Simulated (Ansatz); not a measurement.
# How methods differ on PH2 (SMILES [PH2])

PH2: 3 atoms, total charge 0, spin state doublet. SMILES: `[PH2]`. The shape is that of a PBE0-D4/def2-TZVP optimisation.

```xyz
3

P     0.5257   -0.3094    0.2582
H     0.1146    1.0515    0.1767
H    -0.6404   -0.7421   -0.4350
```

Quantity: the energy change with the P1–H3 bond stretched from 1.424 to 2.136 Å, in eV. The values are calculated.

| level | kind | program | value (eV) | CPU time (all runs) |
| --- | --- | --- | --- | --- |
| UHF/6-31G* (spherical functions) | Hartree–Fock | Ansatz | 1.87 | 0.37 s |
| U-r2SCAN/6-31G* (spherical functions) | meta-GGA | Ansatz | 1.91 | 6.3 s |
| UBHLYP/6-31G* (spherical functions) | global hybrid | Ansatz | 2.09 | 3.3 s |
| U-wB97M-V/6-31G* (spherical functions) | range-separated hybrid | Ansatz | 2.04 | 30 s |
| UCAM-B3LYP/6-31G* (spherical functions) | range-separated hybrid | Ansatz | 2.03 | 4.5 s |
| UB2PLYP/6-31G* (spherical functions) | double hybrid | Ansatz | 2.00 | 3 s |
| UBCCD(T)/6-31G* (spherical functions) | coupled cluster or CI | Ansatz | 1.69 | 1.1 s |
| UCCSD(T)/6-31G* (spherical functions) | coupled cluster or CI | Ansatz | 1.71 | 0.91 s |
| FCI/3-21G | exact in the basis | Ansatz | 1.31 | 1.3 s |

The first shape isn't each level's own minimum. The values span 1.31 to 2.09 eV. Spin contamination of the reference (⟨S²⟩ at least 0.1 too high) touches UHF/6-31G*, UBHLYP/6-31G*, UB2PLYP/6-31G*, UBCCD(T)/6-31G*, UCCSD(T)/6-31G*. The coupled-cluster rows rest on a doubtful reference here (large T1 or Brueckner and Hartree–Fock orbitals at odds), and rows may lie in different states. High-level rows in very small sets aren't better than simpler rows in larger ones. CPU times are rough (shared hosts, several kinds of processor): they show what a rung costs within a factor of a few.
